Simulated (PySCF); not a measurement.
## Field gradients at the hydrogen positions

Compound: 1-hexyne, C6H10.
Cartesian coordinates in Å at the PBE0-D3(BJ)/def2-TZVP level; atoms count from 1:
```
atom  x, y, z in Å
C1     2.8212    1.2657    0.1827
C2     2.1729    0.2551    0.1730
C3     1.3667   -0.9542    0.1520
C4    -0.0838   -0.7057   -0.2662
C5    -0.8477    0.1848    0.6978
C6    -2.2752    0.4416    0.2491
H7     3.4019    2.1572    0.1908
H8     1.3887   -1.4121    1.1475
H9     1.8304   -1.6746   -0.5294
H10   -0.5867   -1.6751   -0.3494
H11   -0.0945   -0.2597   -1.2661
H12   -0.8490   -0.2794    1.6910
H13   -0.3140    1.1344    0.8055
H14   -2.8108    1.0737    0.9607
H15   -2.8341   -0.4933    0.1491
H16   -2.2968    0.9433   -0.7223
```

Level: PBE0/pcSseg-2 (PySCF, non-relativistic); Q(2H) = 0.00286 b; rigid geometry, the same for H and D, with no vibrational averaging.

Question: Rank these positions by the coupling χzz of a deuteron there, largest first.
A. H7 (alkyne hydrogen)
B. H13 (methylene hydrogen)
C. H14 (methyl hydrogen)

Answer: A (225 kHz), C (193 kHz), B (185 kHz).

What are Vzz, η and χzz (234.96 MHz × Q × Vzz) at all hydrogens?

| atom | bonded to | bond length (Å) | Vzz (au) | η | χzz (kHz) |
| --- | --- | --- | --- | --- | --- |
| H7 | C1 | 1.064 | 0.3348 | 0.00 | 225 |
| H8 | C3 | 1.096 | 0.2764 | 0.02 | 186 |
| H9 | C3 | 1.095 | 0.2786 | 0.03 | 187 |
| H10 | C4 | 1.095 | 0.2779 | 0.03 | 187 |
| H11 | C4 | 1.095 | 0.2770 | 0.03 | 186 |
| H12 | C5 | 1.096 | 0.2775 | 0.03 | 186 |
| H13 | C5 | 1.095 | 0.2758 | 0.02 | 185 |
| H14 | C6 | 1.092 | 0.2868 | 0.02 | 193 |
| H15 | C6 | 1.094 | 0.2841 | 0.02 | 191 |
| H16 | C6 | 1.094 | 0.2842 | 0.02 | 191 |

How does χzz go with the bond length over the 10 C–H bonds?

A straight-line fit has a slope of -12.1 kHz for each 0.01 Å, with a correlation coefficient of -0.99, over lengths from 1.064 to 1.096 Å. The longer bonds have the smaller couplings here.

Geometry: PBE0-D3(BJ)/def2-TZVP, one conformer, isolated molecule.
